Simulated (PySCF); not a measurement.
Isomers of C4H6N2. The calculation used TDDFT wB97X-D/def2-SVPD, vertical, gas phase, core orbitals frozen in the response (PySCF 2.14.0, density-fitted response routines). Geometries: GFN2-xTB; one conformer of each isolated species. Triplets are in the Tamm–Dancoff approximation.

A. `[H]/N=C\C(C=C)=N\[H]`
B. `C#CCNN=C`
C. `[H]/N=C(\C=C)N=C`

Lowest singlet levels (six at most, fewer where fewer were computed) with oscillator strengths:

1. 208 nm (f 0.329); 203 nm (f 0.041); 200 nm (f 0.010); 188 nm (f 0.001); 180 nm (f 0.003); 178 nm (f 0.006); T1 3.83 eV
2. 271 nm (f 0.011); 248 nm (f 0.007); 213 nm (f 0.028); 201 nm (f 0.234); 194 nm (f 0.052); 183 nm (f 0.228); T1 3.64 eV
3. 319 nm (f 0.000); 293 nm (f 0.004); 235 nm (f 0.091); 197 nm (f 0.269); 186 nm (f 0.002); 170 nm (f 0.000); T1 3.11 eV

Question: Match each spectrum to its molecule.

Answer: 1 = B, 2 = C, 3 = A.
- A: S1 at 3.88 eV, HOMO→LUMO (80%), HOMO-2→LUMO (12%); Löwdin shares by element: HOMO nitrogen 55% or more, carbon 24% or more, hydrogen 8% or more; LUMO carbon 47% or more, nitrogen 21% or more (atoms not listed hold the other 32%); HOMO -9.59 and LUMO -0.74 eV; point group Cs, 2 of its 6 listed states under f = 0.0005.
- B: S1 at 5.96 eV, HOMO→LUMO (86%); Löwdin shares by element: HOMO nitrogen 56%, carbon 30% or more; LUMO nitrogen 44%, carbon 30% or more, hydrogen 9% or more (atoms not listed hold the other 17%); HOMO -8.25 and LUMO 1.95 eV.
- C: S1 at 4.57 eV, HOMO→LUMO (49%), HOMO→LUMO+1 (23%), HOMO-1→LUMO (15%); Löwdin shares by element: HOMO nitrogen 62%, carbon 18% or more (atoms not listed hold the other 20%); LUMO carbon 46% or more, nitrogen 20% or more (atoms not listed hold the other 34%); HOMO -9.27 and LUMO 0.36 eV.
